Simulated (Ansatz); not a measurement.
Working through vertical spin-state energies of AlH4 (charge -1), SMILES [AlH4-]

With Ansatz 0.2.0, Python API.

Run as a notebook:

```python
import ansatz

GEOMETRY = """
Al   -0.00002    0.00006   -0.00108
H     1.44351   -0.50427    0.55641
H    -1.18297   -0.60450    0.93913
H    -0.20384   -0.51713   -1.53071
H    -0.05667    1.62585    0.03625
"""
```

```python
alh4 = ansatz.Crystal.molecule()
for line in GEOMETRY.strip().splitlines():
    symbol, *xyz = line.split()
    alh4 = alh4.atom(symbol, [float(v) for v in xyz])
```

```python
calculation = alh4.calculation()
calculation = calculation.basis(gaussian="STO-3G")
calculation = calculation.functional("pbe0")
calculation = calculation.charge(-1)
calculation = calculation.accuracy("medium")
found = {}
for unpaired in [0, 2]:
    report = calculation.spin("collinear", total=unpaired).run(threads=1).report
    s = unpaired / 2
    found[unpaired] = report["free_energy_ev"]
    print(f"2S+1 = {unpaired + 1}: E = {found[unpaired]:.5f} eV, <S^2> = {abs(report['mean_field']['state']['spin_squared']):.3f} (pure state {s * (s + 1):.2f})")
lowest = min(found, key=found.get)
for unpaired, e in found.items():
    print(f"multiplicity {unpaired + 1}: {96.485332 * (e - found[lowest]):.1f} kJ/mol above the lowest")
```

    2S+1 = 1: E = -6574.91053 eV, <S^2> = 0.000 (pure state 0.00)
    2S+1 = 3: E = -6562.99810 eV, <S^2> = 2.000 (pure state 2.00)
    multiplicity 1: 0.0 kJ/mol above the lowest
    multiplicity 3: 1149.4 kJ/mol above the lowest

In order: multiplicity 1 (+0.00 eV) and multiplicity 3 (+11.91 eV), all at the one geometry.

Caveats:
- These settings explore the input space; basis and method may be short of convergence.
- The geometry is a force-field or estimated start, not a minimum of this method, and the basis set is short of its limit. All parts are taken at fixed geometry, without zero-point energy.
- Anions want diffuse functions, which this basis lacks.
- It ran for 1.4 s on 1 thread of Arm Neoverse V1, with other jobs on the host, peak memory 0.14 GiB.

(Lines on the test bed's own set-up are left out of the output.)
